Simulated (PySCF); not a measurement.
Gas-phase reaction: 2 SiH₂ → 2 SiH + H₂

Energies from PySCF (xtb for GFN2), thermal terms from the rigid-rotor harmonic-oscillator model, ideal gas at 1 bar. Table values come from the NASA 1993 polynomials. † marks an energy on the PBE0/def2-TZVP geometry and frequencies; other levels use their own. 6-31G* has spherical d functions here. Open shells (unrestricted): SiH (multiplicity 2); the rest are closed-shell singlets. GFN2 has no spin-polarisation term. Spin-orbit splitting is ignored; it lowers the true energy and changes the entropy of SiH. B3LYP is the form with VWN-RPA correlation. For this reaction the table lies outside the span of B3LYP, CCSD(T), M06-2X, MP2, PBE0, r2SCAN, ωB97M-V, ωB97X-V in their largest bases here; which side is off was not settled. The table's entry may be an old estimate for SiH₂, SiH (not checked at source).

| level | ΔH°(298 K), kJ |
|---|---|
| table | 262.6 |
| B3LYP/6-31G* | 188.7 |
| B3LYP/def2-TZVP† | [?] |
| GFN2-xTB | [?] |
| PBE/def2-TZVP† | 195.0 |
| ωB97X-V/def2-TZVP† | [?] |

Problem. Complete the blanks.

Solution. 
- B3LYP/def2-TZVP†, ΔH°(298 K), kJ: 194.5
- GFN2-xTB, ΔH°(298 K), kJ: 328.7
- ωB97X-V/def2-TZVP†, ΔH°(298 K), kJ: 213.3
